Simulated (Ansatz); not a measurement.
# BH₅OSi: one structure at several levels

The atoms stand at a structure displaced at random from a GFN2-xTB minimum. How far do the functionals agree with CCSD(T) there?

Program: Ansatz 0.2.0, Gaussian basis. Level of theory: single points in def2-TZVPP. These are calculated values, not measurements.

Correlated methods freeze the cores.

### 1 The system as given

SMILES `OB[SiH3]`, 8 atoms, charge 0, spin multiplicity 1.

Atoms are counted from 1 here; the program's logs count them from 0.

Bond lengths: O1–B2 1.344 Å, O1–H4 0.934 Å, B2–Si3 1.986 Å, B2–H5 1.157 Å, Si3–H6 1.486 Å, Si3–H7 1.470 Å, Si3–H8 1.466 Å. Angles: B2–O1–H4 118.3°, O1–B2–Si3 116.5°, O1–B2–H5 120.5°, Si3–B2–H5 123.0°, B2–Si3–H6 114.7°, B2–Si3–H7 112.7°, B2–Si3–H8 115.2°, H6–Si3–H7 103.2°, H6–Si3–H8 105.6°, H7–Si3–H8 104.0°.

As a file:

```tsv
atom	x (Å)	y (Å)	z (Å)
O1	-1.34810	0.24110	-1.16500
B2	-0.29240	0.70290	-0.47370
Si3	0.63800	-0.60200	0.69930
H4	-1.80530	0.83350	-1.72310
H5	0.03740	1.80710	-0.57380
H6	0.66780	-0.23370	2.13830
H7	2.06020	-0.75520	0.36130
H8	0.11270	-1.97040	0.65280
```

### 2 CCSD(T)/def2-TZVPP

The input, run/in.yaml:

```yaml
crystal:
  periodic: [false, false, false]
  atoms:
    - {symbol: O, position_ang: [-1.348100, 0.241100, -1.165000]}
    - {symbol: B, position_ang: [-0.292400, 0.702900, -0.473700]}
    - {symbol: Si, position_ang: [0.638000, -0.602000, 0.699300]}
    - {symbol: H, position_ang: [-1.805300, 0.833500, -1.723100]}
    - {symbol: H, position_ang: [0.037400, 1.807100, -0.573800]}
    - {symbol: H, position_ang: [0.667800, -0.233700, 2.138300]}
    - {symbol: H, position_ang: [2.060200, -0.755200, 0.361300]}
    - {symbol: H, position_ang: [0.112700, -1.970400, 0.652800]}
basis:
  gaussian: {orbitals: def2-TZVPP}
correlation: {method: ccsd_t}
output: {forces: true}
```

No record of the launch command was kept for these runs.

### 3 PBE0-D4/def2-TZVPP

run/in.yaml: that of step 2 with these lines changed.

```diff
@@ -13,3 +13,3 @@
   gaussian: {orbitals: def2-TZVPP}
-correlation: {method: ccsd_t}
-output: {forces: true}
+hamiltonian: {xc: pbe0, dispersion: d4}
+output: {forces: true, orbitals: {seedname: orbitals}}
```

### 4 wB97M-V/def2-TZVPP

run/in.yaml: that of step 3 with these lines changed.

```diff
@@ -13,3 +13,3 @@
   gaussian: {orbitals: def2-TZVPP}
-hamiltonian: {xc: pbe0, dispersion: d4}
-output: {forces: true, orbitals: {seedname: orbitals}}
+hamiltonian: {xc: {name: wB97M-V}}
+output: {forces: true}
```

### 5 r2SCAN-D4/def2-TZVPP

run/in.yaml: that of step 4 with these lines changed.

```diff
@@ -13,3 +13,3 @@
   gaussian: {orbitals: def2-TZVPP}
-hamiltonian: {xc: {name: wB97M-V}}
+hamiltonian: {xc: r2scan, dispersion: d4}
 output: {forces: true}
```

### 6 PBE-D4/def2-TZVPP

run/in.yaml: that of step 5 with these lines changed.

```diff
@@ -13,3 +13,3 @@
   gaussian: {orbitals: def2-TZVPP}
-hamiltonian: {xc: r2scan, dispersion: d4}
+hamiltonian: {xc: pbe, dispersion: d4}
 output: {forces: true}
```

### 7 CAM-B3LYP-D4/def2-TZVPP

run/in.yaml: that of step 6 with these lines changed.

```diff
@@ -13,3 +13,3 @@
   gaussian: {orbitals: def2-TZVPP}
-hamiltonian: {xc: pbe, dispersion: d4}
+hamiltonian: {xc: {name: CAM-B3LYP}, dispersion: d4}
 output: {forces: true}
```

### 8 BHLYP-D4/def2-TZVPP

run/in.yaml: that of step 7 with these lines changed.

```diff
@@ -13,3 +13,3 @@
   gaussian: {orbitals: def2-TZVPP}
-hamiltonian: {xc: {name: CAM-B3LYP}, dispersion: d4}
+hamiltonian: {xc: {name: BHLYP}, dispersion: d4}
 output: {forces: true}
```

(Steps that only read results are left out.)

**Question.** What will these runs give? Wanted: energy less free atoms, CCSD(T)/def2-TZVPP; RMS force component; RMS force error; HOMO and LUMO, PBE0-D4; T1 diagnostic.

The runs gave:

| quantity | value |
| --- | --- |
| energy less free atoms, CCSD(T)/def2-TZVPP | -26.994 eV |
| RMS force component | 0.461 to 0.691 eV/Å over the methods |
| RMS force error | PBE0-D4 0.147, wB97M-V 0.090, r2SCAN-D4 0.101, PBE-D4 0.203, CAM-B3LYP-D4 0.148, BHLYP-D4 0.246 eV/Å |
| HOMO and LUMO, PBE0-D4 | -8.07 and -1.19 eV |
| T1 diagnostic | 0.014 |

**Reading.** Against CCSD(T) the functionals' energies less atoms differ by -0.887 to -0.177 eV, PBE-D4 by -0.749 eV. A larger basis would deepen the CCSD(T) value, while the functionals are nearly converged already, so the order here is not reliable. The forces of wB97M-V come nearest to CCSD(T), those of BHLYP-D4 are farthest. Frozen-core CCSD(T) forces in triple zeta carry basis errors of their own, and this is one geometry, so small gaps rank nothing.
